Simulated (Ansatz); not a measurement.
A nudged elastic band was laid between two geometries of BClFH (4 atoms, charge 0, multiplicity 1).

The calculation used RKS PBE0-D4/def2-SVPD (Ansatz 0.2.0).

```json
{
  "movable images": "7",
  "climbing image": "yes",
  "spring": "5.0 eV/Å²",
  "optimiser": "quadratic models (default)",
  "start path": "straight line",
  "force threshold": "0.05 eV/Å",
  "iteration limit": "60",
  "end points": "relaxed"
}
```

First end point:

```xyz
4
Properties=species:S:1:pos:R:3
B 0.246 0.000 0.276
H -0.012 0.000 1.446
Cl 1.906 0.000 -0.276
F -0.715 0.000 -0.623
```

Last end point:

```xyz
4
Properties=species:S:1:pos:R:3
B -0.558 0.000 -0.371
H 1.242 0.000 0.777
Cl 2.355 0.000 1.477
F -1.615 0.000 -1.060
```

(1) What changes between the two ends?

(2) What energy profile does the band end with?

(3) What is the geometry of the highest image?

## Answers

(1) Bonds broken: B1–H2, B1–Cl3. Bonds formed: H2–Cl3. BClFH becomes BF + ClH.

(2) The run converged. The highest image is number 3 of 0 to 8, 83.7 kcal/mol above the first end and 9.0 kcal/mol above the last; the last end lies 74.7 kcal/mol above the first. Neighbouring images differ by up to 2.0 eV, so the band resolves the path poorly. Another band between the same ends (7 images) ends at a top of the same energy, where a vibrational analysis finds 1 clearly imaginary mode. The orbitals stay closed-shell, which can raise the energy where a bond breaks towards radicals; this wasn't checked here.

```json
{"image": "0", "path coordinate (Å)": "0.00", "energy (kcal/mol)": "0.0", "B1–H2 (Å)": "1.20", "B1–Cl3 (Å)": "1.75", "H2–Cl3 (Å)": "2.58"}
{"image": "1", "path coordinate (Å)": "0.43", "energy (kcal/mol)": "16.9", "B1–H2 (Å)": "1.16", "B1–Cl3 (Å)": "1.85", "H2–Cl3 (Å)": "2.19"}
{"image": "2", "path coordinate (Å)": "0.85", "energy (kcal/mol)": "63.5", "B1–H2 (Å)": "1.17", "B1–Cl3 (Å)": "2.19", "H2–Cl3 (Å)": "1.91"}
{"image": "3", "path coordinate (Å)": "1.28", "energy (kcal/mol)": "83.7", "B1–H2 (Å)": "1.32", "B1–Cl3 (Å)": "2.53", "H2–Cl3 (Å)": "1.62"}
{"image": "4", "path coordinate (Å)": "1.65", "energy (kcal/mol)": "79.3", "B1–H2 (Å)": "1.67", "B1–Cl3 (Å)": "2.81", "H2–Cl3 (Å)": "1.38"}
{"image": "5", "path coordinate (Å)": "2.02", "energy (kcal/mol)": "76.9", "B1–H2 (Å)": "1.92", "B1–Cl3 (Å)": "3.11", "H2–Cl3 (Å)": "1.33"}
{"image": "6", "path coordinate (Å)": "2.39", "energy (kcal/mol)": "75.9", "B1–H2 (Å)": "2.02", "B1–Cl3 (Å)": "3.27", "H2–Cl3 (Å)": "1.32"}
{"image": "7", "path coordinate (Å)": "2.76", "energy (kcal/mol)": "75.1", "B1–H2 (Å)": "2.08", "B1–Cl3 (Å)": "3.38", "H2–Cl3 (Å)": "1.32"}
{"image": "8", "path coordinate (Å)": "3.13", "energy (kcal/mol)": "74.7", "B1–H2 (Å)": "2.14", "B1–Cl3 (Å)": "3.45", "H2–Cl3 (Å)": "1.31"}
```

(3) 
```xyz
4
Properties=species:S:1:pos:R:3
B -0.434 0.000 0.149
H 0.483 0.000 1.105
Cl 2.040 0.000 0.657
F -0.666 0.000 -1.090
```

Run time: 2.1 min on 1 thread of Arm Neoverse V2, with other jobs on the host, peak memory 0.13 GiB.
